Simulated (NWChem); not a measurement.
ammonia (NH3); SMILES N

```xyz
4

N      0.0000     0.0000     0.1389
H      0.6618     0.6618    -0.2664
H      0.2422    -0.9040    -0.2664
H     -0.9040     0.2422    -0.2664
```
Atoms are numbered in this order, from 1.

Coordinates come from a PBE0/def2-SVP optimisation.

 States above −ε(HOMO) = 7.5 eV lie in this functional's continuum and hang on the basis.

Problem. List the 4 lowest vertical singlet excitations from B3LYP/6-31+G* (spherical d), full TDDFT (NWChem).

Solution. 
```json
[
 {"state": "S1", "energy (eV)": "6.65", "oscillator strength": "0.126", "leading excitation (squared amplitude)": "HOMO → LUMO (0.99)"},
 {"state": "S2", "energy (eV)": "8.55", "oscillator strength": "0.001", "leading excitation (squared amplitude)": "HOMO → LUMO+2 (1.00)"},
 {"state": "S3", "energy (eV)": "8.55", "oscillator strength": "0.001", "leading excitation (squared amplitude)": "HOMO → LUMO+1 (1.00)"},
 {"state": "S4", "energy (eV)": "9.96", "oscillator strength": "0.019", "leading excitation (squared amplitude)": "HOMO → LUMO+3 (0.96)"}
]
```
